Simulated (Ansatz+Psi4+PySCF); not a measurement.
**doublet CH₄N: levels of theory in one basis**

```yaml
atoms:
  - { symbol: C, position_ang: [0.0388, 0.6950, 0.0120] }
  - { symbol: N, position_ang: [0.0713, -0.7571, -0.0031] }
  - { symbol: H, position_ang: [-0.9335, 1.1582, 0.0026] }
  - { symbol: H, position_ang: [-0.4583, -1.1081, -0.8304] }
  - { symbol: H, position_ang: [0.5738, 1.0629, 0.8787] }
  - { symbol: H, position_ang: [0.5931, 1.0578, -0.8607] }
```

Basis set: cc-pVTZ (spherical functions). Frozen core: 2 orbitals. Correlation on ROHF uses semicanonical orbitals with singles. Charge 0, multiplicity 2.

Computed with Ansatz (development build ahead of 0.2.0) and Psi4 1.11; each method stands on the lowest determinant of its kind that the runs found.

```json
{"method": "ROHF", "E − E(ROHF) (eV)": "0.00", "<S²> of the determinant": "0.75"}
{"method": "UHF", "E − E(ROHF) (eV)": "-0.15", "<S²> of the determinant": "0.76"}
{"method": "ROHF-MP2", "E − E(ROHF) (eV)": "-9.83", "<S²> of the determinant": "–"}
{"method": "UHF-MP2", "E − E(ROHF) (eV)": "-9.81", "<S²> of the determinant": "0.76"}
```
